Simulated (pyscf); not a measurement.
Optimised with ωB97X-D3(BJ)/def2-SVP in PySCF.

Q: Estimate by transition-state theory the rate constant of H₂N–SiH₂–NH–SiH₂–NH₂ + hydrogen chloride (HCl) → H₂N–SiH₂–NH–SiH(NH₂)–Cl + hydrogen (H₂) (singlet surface; H–Si, Cl–H broken, Cl–Si, H–H formed) at 600 K, with ωB97M-D3(BJ)/def2-TZVP energies (ideal gas, 1 atm, RRHO with modes under 100 cm⁻¹ raised to 100, one conformer, R ln 2 for chiral ones without a mode under 150 cm⁻¹; no tunnelling).

A: The electronic barrier is 21.3 kcal/mol and the thermal terms add +23.4, so ΔG‡ = 44.7 kcal/mol. With k_BT/h = 1.25e+13 s⁻¹ and RT = 1.192 kcal/mol, and a volume of 8.18e-20 cm³ per molecule at 1 atm, k = 5.2e-23 cm³ molecule⁻¹ s⁻¹. Wigner's tunnelling factor for 644i cm⁻¹ would be 1.10. A shift of 1 kcal/mol in the barrier changes k by a factor 2.3. This is the saddle that the search found; another between the same sides may lie lower.
